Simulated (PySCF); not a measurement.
A made-up structure of Si2H4S, singlet:

```xyz
7
angstrom
Si 1.8917 -0.6466 2.0794
Si 1.0543 -0.6974 0.3217
S -0.8406 0.5361 -0.2930
H -1.7931 -0.3196 -0.7511
H -0.4975 1.3836 -1.2999
H -1.2982 1.2319 0.7822
H 1.5762 -1.5449 -0.7914
```

It is relaxed with PBE-D4/def2-SVP and then PBE0-D4/def2-TZVP (PySCF 2.14 with density fitting (its default auxiliary sets; JK sets also for MP2 and CCSD(T))). Atoms count as bonded within 1.22 times the sum of their covalent radii (H–H: 0.88 Å). The end point is not checked to be a true minimum.

Q: Does its bonding change? (Judge from chemistry; the calculation decides.)

A: Computed: Yes. Formed: Si1–H6; broken: S3–H6.

Where it ends: The first stage lowers the energy by 5.67 eV in 79 steps. It ends as Si₂H₄S ([SiH][SiH][SH2]):
```csv
atom,x (Å),y (Å),z (Å)
Si1,1.5699,-1.4317,1.6003
Si2,0.8392,-0.5309,-0.2481
S3,-1.0610,0.6666,0.0112
H4,-1.9244,0.2919,-0.9637
H5,-0.8734,1.8736,-0.5754
H6,0.3205,-0.7541,2.1740
H7,1.0858,-0.3375,-1.7058
```

Labels in which every atom is bracketed show which atoms are joined, not bond orders.

For scale, one of the runs: PBE0-D4/def2-TZVP relaxation, 135 basis functions, launched by `OMP_NUM_THREADS=2 python run.py`. The run took 66 s on 2 CPU threads of a Oxide Virtual Turin-like (shared host), with 1.3 GiB of host memory at its peak.
